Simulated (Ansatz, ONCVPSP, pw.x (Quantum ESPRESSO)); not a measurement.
## nickel (Ni): does the ONCV potential hold in the solid?

```json
{"Element": "Ni (Z = 28)", "Generator": "ONCVPSP 4.0.1.1 (patched build)", "Type": "optimised norm-conserving Vanderbilt (ONCV)", "Functional": "PBE", "Relativity": "scalar-relativistic", "Frozen core": "[Ar]", "Valence charge": "10", "Reference configuration": "3d8 4s0.5 (charge +1.5)", "Partial waves": "4s: rc 1.95 bohr, ncon 4, nbas 7, qcut 3.1 1/bohr, 2 projectors, debl 3.2 Ha; p scattering state at 0.03 Ha: rc 2.00 bohr, ncon 4, nbas 9, qcut 4.6 1/bohr, 2 projectors, debl 1.7 Ha; 3d: rc 1.65 bohr, ncon 4, nbas 9, qcut 8.3 1/bohr, 2 projectors, debl 0.7 Ha", "Local potential": "polynomial inside 1.50 bohr (lpopt 5, dvloc0 6 Ha)", "Core correction": "Teter function, fcfact 2.5, rcfact 1.16"}
```

In the p channel the program set the typed energies aside and used 0.050, 1.750 Ha. In the d channel the program set the typed energies aside and used -0.845, 0.250 Ha.

Crystal test: fcc Ni in pw.x 7.5, no spin, 16³ k-points, Fermi–Dirac smearing 0.01 Ry, cutoffs 120/480 Ry. The reference is all-electron LAPW (Ansatz 0.2.0) with the same functional, mesh and smearing; V0 and B0 come from Birch–Murnaghan fits to the pressures at five volumes. Errors are pseudo minus all-electron; Δ is the rms difference of the E(V) curves that follow from these fits, minima aligned, over ±6 % about the mean V0. Mesh and smearing are coarse, so the numbers serve the comparison and aren't converged zero-temperature values; the lattice is a test structure that the element need not adopt. Spin polarisation and strong correlation are left out, which matters for this element.

All-electron: a0 = 3.517 Å (V0 = 10.88 Å³/atom), B0 = 198.9 GPa.

Task: How far does the potential miss the all-electron equation of state?

Result: mean pressure error (GPa): -9.17; a0 (Å): 3.462; a0 error (%): -1.56; B0 error (%): +9.9; Δ (meV/atom): 22.8. This is a poor potential for the solid.

| V (Å³/atom) | P all-electron (GPa) | P pseudo (GPa) |
| --- | --- | --- |
| 10.360 | 10.94 | 0.35 |
| 10.632 | 4.80 | -5.02 |
| 10.905 | -0.50 | -9.61 |
| 11.178 | -5.07 | -13.54 |
| 11.450 | -9.00 | -16.88 |

Task: At the middle volume, how do free energy and pressure move when the wave cutoff is lowered (ecutrho kept at four times it)?

Result:

```json
{"cutoff (Ry)": "54", "shift of F (meV/atom)": "+2074.7", "shift of P (GPa)": "-252.38"}
{"cutoff (Ry)": "72", "shift of F (meV/atom)": "+16.7", "shift of P (GPa)": "-0.38"}
{"cutoff (Ry)": "96", "shift of F (meV/atom)": "+6.7", "shift of P (GPa)": "+0.32"}
```

The run at the middle volume (145 k-points, 14 iterations) took about 70 s on one core of a shared host (Neoverse-V1, 32 threads, 247 GiB, load 24).
